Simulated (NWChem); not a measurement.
chlorine (Cl$_{2}$); SMILES ClCl

Computed with NWChem. Pople sets run with spherical d functions. Each level has its own optimisation. Entropies are gas-phase, rigid-rotor, harmonic values for NWChem's default masses at 298.15 K and 1 bar, so the errors hold that model's part too (torsions, anharmonicity).

Measured entropy at 1 bar: 53.3 cal/(mol K) (CRC Handbook, as tabulated in the package chemicals).

```
level                    entropy at 1 bar (cal/(mol K))  computed − measured
-----------------------  ------------------------------  -------------------
Hartree-Fock/STO-3G                                53.1                 -0.2
Hartree-Fock/3-21G                                 53.7                 +0.4
Hartree-Fock/6-31G*                                53.1                 -0.2
Hartree-Fock/6-31+G*                               53.1                 -0.2
Hartree-Fock/6-311G**                              53.1                 -0.2
Hartree-Fock/6-311++G**                            53.1                 -0.2
```
